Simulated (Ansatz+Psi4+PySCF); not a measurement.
Two shapes of doublet Al₃.

Shape 1:

```xyz
3

Al    1.4500    0.0000    0.0000
Al   -0.7250    1.2557    0.0000
Al   -0.7250   -1.2557    0.0000
```

Shape 2:

```xyz
3

Al    1.4787   -0.0052    0.0072
Al   -0.7052    1.2593    0.0223
Al   -0.7040   -1.2724    0.0134
```

Basis set: cc-pV(T+d)Z (spherical functions). Frozen core: 15 orbitals. Correlation on ROHF uses semicanonical orbitals with singles. Charge 0, multiplicity 2.

Computed with Ansatz (development build ahead of 0.2.0) and Psi4 1.11; each method stands on the lowest determinant of its kind that the runs found.

(1) Which shape is lower in energy, and by how much in each method?

## Answers

(1)

| method | E(2) − E(1) (eV) |
| --- | --- |
| ROHF | -0.014 |
| UHF | -0.032 |
| ROHF-MP2 | 0.004 |
| UHF-MP2 | -0.027 |
| UHF-CCSD(T) | -0.023 |

Shape 2 is lower, bar methods that put the two within 0.005 eV. Caution for ROHF, ROHF-MP2: an unrestricted determinant lies well below. Caution for UHF, UHF-MP2, UHF-CCSD(T): the unrestricted determinant is a mixture of spin states; the determinant breaks the point group; the determinant may break the point group. Caution for UHF-MP2, UHF-CCSD(T): large amplitudes, a single reference is doubtful.
